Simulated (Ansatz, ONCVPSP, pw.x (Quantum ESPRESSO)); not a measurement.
# From atom to crystal: ONCV potential for nickel (Ni)

* Element: Ni
* Generator: ONCVPSP 4.0.1.1 (patched build)
* Type: optimised norm-conserving Vanderbilt (ONCV)
* Functional: PBEsol
* Relativity: scalar-relativistic
* Frozen core: [Ar]
* Valence charge: 10
* Reference configuration: 3d8 4s2
* Partial waves: 4s: rc 2.35 bohr, ncon 4, nbas 7, qcut 3.3 1/bohr, 1 projector; p scattering state at 0.2 Ha: rc 2.30 bohr, ncon 5, nbas 9, qcut 3.9 1/bohr, 2 projectors, debl 1.9 Ha; 3d: rc 1.50 bohr, ncon 4, nbas 9, qcut 12.7 1/bohr, 3 projectors, debl 3.2 Ha
* Local potential: polynomial inside 1.25 bohr (lpopt 3, dvloc0 1 Ha)
* Core correction: none

In the p channel the program set the typed energies aside and used 0.050, 1.950 Ha.

Atomic tests: cutoffs needed: 55 Ha and 62 Ha (the cutoffs (Ha) at which the residual kinetic energy of the hardest occupied pseudo-wave falls to 1 and 0.1 mHa per electron); ghost test: no bound ghost flagged; GHOST(+) flagged for s at 4.6 eV; largest excitation error: +76 meV (all-electron minus pseudo) for 3d7 4s0, out of 4 test configurations.

Crystal test: fcc Ni in pw.x 7.5, no spin, 16³ k-points, Fermi–Dirac smearing 0.01 Ry, cutoffs 145/580 Ry. The reference is all-electron LAPW (Ansatz 0.2.0) with the same functional, mesh and smearing; V0 and B0 come from Birch–Murnaghan fits to the pressures at five volumes. Errors are pseudo minus all-electron; Δ is the rms difference of the E(V) curves that follow from these fits, minima aligned, over ±6 % about the mean V0. Mesh and smearing are coarse, so the numbers serve the comparison and aren't converged zero-temperature values; the lattice is a test structure that the element need not adopt. Spin polarisation and strong correlation are left out, which matters for this element.

All-electron: a0 = 3.462 Å (V0 = 10.37 Å³/atom), B0 = 230.4 GPa.

Problem. How far does the potential miss the all-electron equation of state?

Solution. mean pressure error (GPa): -0.94; a0 (Å): 3.457; a0 error (%): -0.13; B0 error (%): +1.4; Δ (meV/atom): 2.1. The generator flags a localised state at positive energy (s at 5 eV).

```csv
V (Å³/atom),P all-electron (GPa),P pseudo (GPa)
9.887,12.41,11.39
10.147,5.34,4.37
10.407,-0.77,-1.72
10.667,-6.04,-6.92
10.927,-10.59,-11.47
```

Problem. At the middle volume, how do free energy and pressure move when the wave cutoff is lowered (ecutrho kept at four times it)?

Solution.

```
cutoff (Ry)  shift of F (meV/atom)  shift of P (GPa)
         65               +19553.9          -1042.85
         87                +2652.8           -244.66
        116                  +72.1            -12.74
```

Input at the middle volume:

```
&control
  calculation='scf', prefix='x', pseudo_dir='./', outdir='./tmp', tstress=.true., disk_io='none'
/
&system
  ibrav=0, nat=1, ntyp=1, ecutwfc=145, ecutrho=580, nbnd=12,
  occupations='smearing', smearing='fd', degauss=0.01
/
&electrons
  conv_thr=1e-09, mixing_beta=0.4, electron_maxstep=70
/
ATOMIC_SPECIES
Ni 1.0 Ni.UPF
CELL_PARAMETERS angstrom
  0.00000000 1.73286682 1.73286682
  1.73286682 0.00000000 1.73286682
  1.73286682 1.73286682 0.00000000
ATOMIC_POSITIONS crystal
Ni 0.0000 0.0000 0.0000
K_POINTS automatic
16 16 16 0 0 0
```

```bash
pw.x < Ni.scf.in > Ni.scf.out
```

Lines of the output:

```
Message from routine setup:
     using ibrav=0 with symmetry is DISCOURAGED, use correct ibrav instead
     lattice parameter (alat)  =       4.6310  a.u.
     unit-cell volume          =      70.2299 (a.u.)^3
     number of electrons       =        10.00
     number of Kohn-Sham states=           12
     kinetic-energy cutoff     =     145.0000  Ry
     charge density cutoff     =     580.0000  Ry
     scf convergence threshold =      1.0E-09
     Exchange-correlation= PBESOL
     number of k points=   145  Fermi-Dirac smearing, width (Ry)=  0.0100
     iteration #  1     ecut=   145.00 Ry     beta= 0.40
     total energy              =     -74.23297377 Ry
     estimated scf accuracy    <       0.00113075 Ry
     iteration #  2     ecut=   145.00 Ry     beta= 0.40
     total energy              =     -74.23304201 Ry
     estimated scf accuracy    <       0.00044628 Ry
     iteration #  3     ecut=   145.00 Ry     beta= 0.40
     total energy              =     -74.23305358 Ry
     estimated scf accuracy    <       0.00001236 Ry
     iteration #  4     ecut=   145.00 Ry     beta= 0.40
     total energy              =     -74.23305519 Ry
     estimated scf accuracy    <       0.00000148 Ry
     iteration #  5     ecut=   145.00 Ry     beta= 0.40
     total energy              =     -74.23305519 Ry
     estimated scf accuracy    <       0.00000039 Ry
     iteration #  6     ecut=   145.00 Ry     beta= 0.40
     the Fermi energy is    14.4038 ev
!    total energy              =     -74.23305523 Ry
     estimated scf accuracy    <          5.7E-10 Ry
     smearing contrib. (-TS)   =      -0.01001381 Ry
     The total energy is F=E-TS. E is the sum of the following terms:
     one-electron contribution =      -8.45016492 Ry
     hartree contribution      =      17.04401236 Ry
     xc contribution           =     -12.81137843 Ry
     ewald contribution        =     -70.00551043 Ry
     convergence has been achieved in   6 iterations
          total   stress  (Ry/bohr**3)                   (kbar)     P=      -17.19
     Message from routine punch:
     Nothing written, as per user request (disk_io='none')
```

The run at the middle volume (145 k-points, 6 iterations) took about 40 s on one core of a shared host (Intel(R) Xeon(R) Platinum 8259CL CPU @ 2.50GHz, 96 threads, 755 GiB, load 70).
